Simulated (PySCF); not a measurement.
## HF: everyday levels beside a composite calculation

PySCF; the state is a singlet (closed shell). The composite is CCSD(T) extrapolated to the basis-set limit from two correlation-consistent sets, with core-valence (CV) and scalar-relativistic (SR) terms as its label shows; it has no spin–orbit coupling and nothing beyond (T). Here it is CCSD(T)/CBS(TQ)+CV+SR. It gives Re = 0.916 Å, ωe = 4153 cm⁻¹ and De = 6.16 eV to H + F.

```csv
level,basis,relativity,Re (Å),ωe (cm⁻¹),De (eV)
RHF,3-21G,no relativity,0.937,4061,3.24
RHF,pcseg-1,no relativity,0.905,4455,4.08
RHF-MP2,def2-SVPD,no relativity,0.923,4118,6.07
RHF-MP2,cc-pVTZ,no relativity,0.918,4179,6.11
RHF-MP2,def2-TZVPPD,no relativity,0.920,4124,6.21
r²SCAN,def2-SVPD,no relativity,0.924,4088,6.01
PBE0,def2-TZVPP,no relativity,0.918,4157,5.90
CAM-B3LYP,cc-pVTZ,no relativity,0.921,4121,5.98
CAM-B3LYP,def2-TZVPP,no relativity,0.921,4115,6.04
B2PLYP,pcseg-1,no relativity,0.927,4100,5.71
```

Q: Give the difference of each row from the composite.

A: 

| level | basis | ΔRe (pm) | Δωe (%) | ΔDe (eV) |
| --- | --- | --- | --- | --- |
| RHF | 3-21G | +2.1 | -2.2 | -2.92 |
| RHF | pcseg-1 | -1.1 | +7.3 | -2.08 |
| RHF-MP2 | def2-SVPD | +0.7 | -0.8 | -0.09 |
| RHF-MP2 | cc-pVTZ | +0.2 | +0.6 | -0.05 |
| RHF-MP2 | def2-TZVPPD | +0.4 | -0.7 | +0.05 |
| r²SCAN | def2-SVPD | +0.8 | -1.6 | -0.15 |
| PBE0 | def2-TZVPP | +0.2 | +0.1 | -0.26 |
| CAM-B3LYP | cc-pVTZ | +0.5 | -0.8 | -0.18 |
| CAM-B3LYP | def2-TZVPP | +0.5 | -0.9 | -0.12 |
| B2PLYP | pcseg-1 | +1.1 | -1.3 | -0.45 |

Q: Which rows come closest in De?

A: RHF-MP2 in cc-pVTZ (-0.05 eV); RHF-MP2 in def2-TZVPPD (+0.05 eV), counted from the composite.

Correlated steps freeze 1 core orbital. Correlated levels converge slowly with the basis: in double zeta they bind strong bonds too weakly, by up to about 1 eV, and carry superposition errors of some tenths. Where the molecule has an RHF reference, its open-shell atoms are computed with UHF. B2PLYP dipoles, levels and charges come from its SCF part alone. 3-21G is very small, so such numbers show the basis as much as the molecule.
